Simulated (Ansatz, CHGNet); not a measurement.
For chalcopyrite CdGeAs2, the machine-learned potential CHGNet-r²SCAN (trained on r²SCAN data) gives:

- equilibrium lattice constant a = 5.951 Å
- c axis length = 11.453 Å

Q: What does r²SCAN-D4 (Ansatz, a quantum-chemistry and plane-wave program, PAW) give for the same quantities?

A: 
- lattice constant a: 5.961 Å (goes up by 0.2 %)
- lattice parameter c: 11.243 Å (decreases by 1.8 %)

For comparison: lattice constant a 5.943 Å (measured, 298 K, no zero-point or thermal correction; as tabulated in Abstract on Scilit: Piezoelectric nonlinear optic CuGaSe2 and CdGeAs2: Crystal …); lattice parameter c 11.216 Å (measured, 298 K, not corrected to a static lattice; as tabulated in Abstract on Scilit: Piezoelectric nonlinear optic CuGaSe2 and CdGeAs2: Crystal …).

Changes are worked out from the printed values.

Unless a cell is named, each level is at its own relaxed cell (CHGNet-r²SCAN 25.35, r²SCAN-D4 24.97 Å³/atom).

Ansatz's density-functional and Hartree–Fock values are scalar-relativistic unless marked +SOC, with PAW data made under PBE.
